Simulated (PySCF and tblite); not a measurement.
Results of a calculation; reference values are marked as such.
System: C3H3FO, numbered as in [CH2:1]=[C:2]([F:3])[CH:4]=[O:5].

For the rotation about the C2–C4 bond (torsion C1–C2–C4–O5 from 0° to 180°, rising): electronic barrier 9.95 kcal/mol, zero-point change -0.34 kcal/mol, thermal and entropy terms at 400 K a further 0.50 kcal/mol (symmetry numbers apart). The minimum is Cs, the saddle C1. The path came from a restrained scan, a climbing-image band and a saddle search at GFN2-xTB; energies are PBE0/pcSseg-1 + D3(BJ)//B3LYP-D3(BJ)/def2-SVP, thermal terms GFN2-xTB. Rate constants are transition-state-theory values, counting equivalent paths, without tunnelling. (PySCF 2.14 with density fitting, tblite 0.8.)

(1) How many equivalent paths lead out of the minimum?

(2) Work out the rate at 400 K.

Results:

(1) 2: the symmetry number of the minimum is 1, that of the saddle displaced along its mode 1, and the displaced saddle is chiral while the minimum is not, which doubles the count.

(2) ΔG‡ = 10.11 kcal/mol; k_B T/h = 8.3×10¹² s⁻¹; exp(−ΔG‡/RT) = 3×10⁻⁶; times 2 gives k = 5×10⁷ s⁻¹. Wigner's tunnelling factor for the 162i cm⁻¹ mode would be 1.01.
